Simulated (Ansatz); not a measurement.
**C₄H₇F: one species, many methods**

An exercise on one series of results from a longer session: the logs are not shown, and one member is left open.

Method: functionals in def2-TZVPP, the program's frozen cores in correlated methods; program: Ansatz 0.2.0, Gaussian basis.

Levels to be run: PBE-D4, r2SCAN-D4, PBE0-D4, B3LYP-D4, ωB97X-V, ωB97M-V, B2PLYP; CCSD(T)/def2-TZVPP; MP2/def2-QZVPP; extrapolation to the limit.

## The geometry

All runs share one geometry, relaxed beforehand with PBE0-D4 in a triple-zeta def2 set.

SMILES `CC(C)=CF`, 12 atoms, charge 0, spin multiplicity 1.

Atoms are counted from 1 here; the program's logs count them from 0.

Bond lengths: C1–C2 1.492 Å, C1–H6 1.089 Å, C1–H7 1.095 Å, C1–H8 1.095 Å, C2–C3 1.494 Å, C2–C4 1.323 Å, C3–H9 1.095 Å, C3–H10 1.091 Å, C3–H11 1.095 Å, C4–F5 1.344 Å, C4–H12 1.084 Å. Angles: C2–C1–H6 112.0°, C2–C1–H7 110.5°, C2–C1–H8 110.5°, H6–C1–H7 108.5°, H6–C1–H8 108.5°, H7–C1–H8 106.8°, C1–C2–C3 117.7°, C1–C2–C4 122.7°, C3–C2–C4 119.6°, C2–C3–H9 110.8°, C2–C3–H10 112.0°, C2–C3–H11 110.8°, H9–C3–H10 108.1°, H9–C3–H11 106.9°, H10–C3–H11 108.1°, C2–C4–F5 122.6°, C2–C4–H12 125.2°, F5–C4–H12 112.2°.

The first run:

Input file in.yaml:

```yaml
crystal:
  periodic: [false, false, false]
  atoms:
    - {symbol: C, position_ang: [-1.337549, -0.269776, 0.300693]}
    - {symbol: C, position_ang: [0.049004, 0.163928, -0.041027]}
    - {symbol: C, position_ang: [1.126633, -0.870252, -0.011423]}
    - {symbol: C, position_ang: [0.348730, 1.412005, -0.363502]}
    - {symbol: F, position_ang: [-0.572497, 2.389392, -0.408927]}
    - {symbol: H, position_ang: [-2.046748, 0.555086, 0.250655]}
    - {symbol: H, position_ang: [-1.368743, -0.693590, 1.309669]}
    - {symbol: H, position_ang: [-1.672119, -1.056892, -0.382785]}
    - {symbol: H, position_ang: [1.207450, -1.318876, 0.984058]}
    - {symbol: H, position_ang: [2.100235, -0.453948, -0.275793]}
    - {symbol: H, position_ang: [0.903720, -1.683893, -0.709325]}
    - {symbol: H, position_ang: [1.338884, 1.771519, -0.618293]}
basis:
  gaussian: {orbitals: def2-TZVPP}
hamiltonian: {xc: pbe, dispersion: d4}
output: {forces: true, orbitals: {seedname: orbitals}}
```

Started as:

```sh
$ ansatz run in.yaml --threads 4 --pin off --events-out ev --progress --plain --max-ram 10444MiB
```

Steps of the session up to this table: PBE-D4 (GGA); r2SCAN-D4 (meta-GGA); PBE0-D4 (hybrid); B3LYP-D4 (hybrid); ωB97X-V (range-separated); ωB97M-V (range-separated); B2PLYP (double hybrid); CCSD(T) in def2-TZVPP; MP2 in def2-QZVPP.

One of the session's tables, all rows but one given; the rest of the session is left out.

It belongs to the step «Atomisation energies». 

```
            method  atomisation energy (eV)
            PBE-D4                   51.937
         r2SCAN-D4                   50.808
           PBE0-D4                   51.039
          B3LYP-D4                        ?
           ωB97X-V                   50.637
           ωB97M-V                   50.748
            B2PLYP                   50.203
     HF/def2-TZVPP                   37.737
    MP2/def2-TZVPP                   50.235
   CCSD/def2-TZVPP                   48.747
CCSD(T)/def2-TZVPP                   49.452
           MP2/CBS                   51.341
       CCSD(T)/CBS                   50.559
```

**Question.** Estimate the row for B3LYP-D4.

The run gave: atomisation energy (eV): 50.686. In the column «atomisation energy (eV)» it lies between ωB97X-V (50.637) and ωB97M-V (50.748).

To keep in mind: Free atoms (4 C, 1 F, 7 H) were run apart at each level; the atomisation energy is their sum less the molecule, without zero-point or spin-orbit terms.
